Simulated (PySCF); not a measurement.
Species: magnesium dihydride, MgH2.
Structure used (PBE0-D3(BJ)/def2-SVP), in Å, numbered top down from 1:
```
atom  x, y, z in Å
Mg1    0.0017   -0.0346   -0.0148
H2    -1.7034   -0.0294   -0.0176
H3     1.7083   -0.0383   -0.0126
```

Level: CAM-B3LYP/def2-SVPD in PySCF, non-relativistic, on one gas-phase PBE0-D3(BJ)/def2-SVP geometry that isn't relaxed in the solvent. The solvent is an IEF-PCM continuum (cavity from Bondi-type radii × 1.2), and excitations are vertical TDDFT with non-equilibrium linear response and a frozen core. Only the electrostatic response of the medium enters.

Gas-phase singlets (H = HOMO, L = LUMO):

```
state  E (eV)  λ (nm)      f  leading configuration
   S1   5.352     232  0.000                H→L 94%
   S2   5.352     232  0.000              H→L+1 94%
   S3   7.218     172  0.381              H-1→L 98%
   S4   7.218     172  0.381            H-1→L+1 98%
   S5   7.324     169  0.450              H→L+2 97%
```

Task: What are the lowest 5 singlets in cyclohexane (ε = 2.017)?

Result: 
| state | E (eV) | λ (nm) | f | leading configuration | change by rank (eV) |
| --- | --- | --- | --- | --- | --- |
| S1 | 5.574 | 222 | 0.000 | H→L 92% | +0.222 |
| S2 | 5.574 | 222 | 0.000 | H→L+1 92% | +0.222 |
| S3 | 7.123 | 174 | 0.726 | H→L+2 80% | -0.095 |
| S4 | 7.174 | 173 | 0.464 | H-1→L 96% | -0.044 |
| S5 | 7.174 | 173 | 0.464 | H-1→L+1 96% | -0.150 |

Task: How does the list change in methanol (ε = 32.61)?

Result: 
| state | E (eV) | λ (nm) | f | leading configuration | change by rank (eV) |
| --- | --- | --- | --- | --- | --- |
| S1 | 6.088 | 204 | 0.000 | H→L 91% | +0.736 |
| S2 | 6.088 | 204 | 0.000 | H→L+1 91% | +0.736 |
| S3 | 7.416 | 167 | 0.825 | H→L+3 67% | +0.198 |
| S4 | 7.538 | 164 | 0.446 | H-1→L 95% | +0.320 |
| S5 | 7.538 | 164 | 0.446 | H-1→L+1 95% | +0.214 |

Task: The ground-state energy changes by -0.534 eV from gas to methanol. By how much does the total energy of gas-phase S5 change?

Result: E(S5) = E(S0) + excitation energy, so it changes by -0.534 + 0.092 = -0.442 eV: it is lowered less than the ground state, which is what a blue shift means. This is the vertical state, with the slow part of the continuum still set for S0.

Task: How do the frontier levels move from gas to methanol?

Result: 
| orbital | gas (eV) | solvent (eV) | change (eV) | Löwdin shares, gas | Löwdin shares, solvent |
| --- | --- | --- | --- | --- | --- |
| LUMO+2 | 0.87 | 1.35 | +0.48 | Mg1 78 %, H3 11 %, H2 11 % | Mg1 94 % |
| LUMO+1 | -0.08 | 0.50 | +0.58 | Mg1 89 %, H2 6 %, H3 6 % | Mg1 89 %, H2 6 %, H3 6 % |
| LUMO | -0.08 | 0.50 | +0.58 | Mg1 89 %, H2 6 %, H3 6 % | Mg1 89 %, H2 6 %, H3 6 % |
| HOMO | -8.62 | -8.71 | -0.09 | Mg1 40 %, H3 30 %, H2 30 % | Mg1 39 %, H3 31 %, H2 31 % |
| HOMO-1 | -10.03 | -9.89 | +0.14 | Mg1 45 %, H2 28 %, H3 28 % | Mg1 43 %, H2 28 %, H3 28 % |
| HOMO-2 | -52.67 | -52.51 | +0.16 | Mg1 100 % | Mg1 100 % |
| HOMO-3 | -52.89 | -52.69 | +0.20 | Mg1 100 % | Mg1 100 % |

The HOMO–LUMO gap goes from 8.54 to 9.21 eV. Rows go by rank; for LUMO+2 the atom shares or the degeneracy differ between the runs, so the row needn't follow one orbital. Shares within a degenerate set are those of one arbitrary member.
